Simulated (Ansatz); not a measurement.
```yaml
crystal:
  periodic: [false, false, false]
  atoms:
    - {symbol: Ru, position_ang: [-0.240157, 0.000013, -0.000610]}
    - {symbol: C, position_ang: [1.644254, -0.000087, 0.004176]}
    - {symbol: H, position_ang: [2.244260, 0.924411, 0.003034]}
    - {symbol: H, position_ang: [2.244148, -0.924649, 0.008364]}
basis:
  gaussian: {orbitals: def2-TZVP}
total_charge: 1
magnetization: {spin_polarized: true, initial_magnetization: 3}
hamiltonian: {xc: pbe0}
relax: {f_tol: 0.004, max_steps: 80}
```

```sh
$ ansatz run in.yaml --threads 1 --pin off --events-out ev --progress --plain --max-ram 2176MiB
```

Steps of the relaxation (energy above the last step; positions in Å, forces in eV/Å):

```
4
step 1, 24.8 meV
Ru   -0.240    0.000   -0.001    0.834    0.038    0.002
C     1.644    0.000    0.004   -0.394   -0.109   -0.001
H     2.244    0.924    0.003   -0.236   -0.108    0.000
H     2.244   -0.925    0.008   -0.204    0.179   -0.001
```

```
4
step 2, 5.1 meV
Ru   -0.215    0.005   -0.001    0.370    0.024    0.001
C     1.644   -0.004    0.004   -0.219   -0.065    0.000
H     2.227    0.926    0.003   -0.088   -0.007    0.000
H     2.237   -0.926    0.008   -0.062    0.048    0.000
```

```
4
step 3, 0.6 meV
Ru   -0.196    0.010   -0.001    0.024   -0.026    0.000
C     1.643   -0.009    0.004   -0.009    0.083    0.000
H     2.212    0.928    0.003    0.000   -0.018    0.000
H     2.234   -0.930    0.008   -0.015   -0.039    0.000
```

```
4
step 6, 0.0 meV
Ru   -0.194    0.000    0.000    0.000    0.000    0.000
C     1.643    0.000    0.004    0.000    0.000    0.000
H     2.221    0.930    0.003    0.000    0.000    0.000
H     2.222   -0.930    0.008    0.000    0.000    0.000
```

Close pairs at the end: C2–H3 1.095 Å, C2–H4 1.095 Å, Ru1–C2 1.837 Å.

A stationary point of unrestricted PBE0 after 6 steps, with ⟨S²⟩ = 3.909 against 3.75 for a pure state; no frequencies were run, so it isn't proven a minimum. 2.3 min on 1 thread of Arm Neoverse V2, shared host.
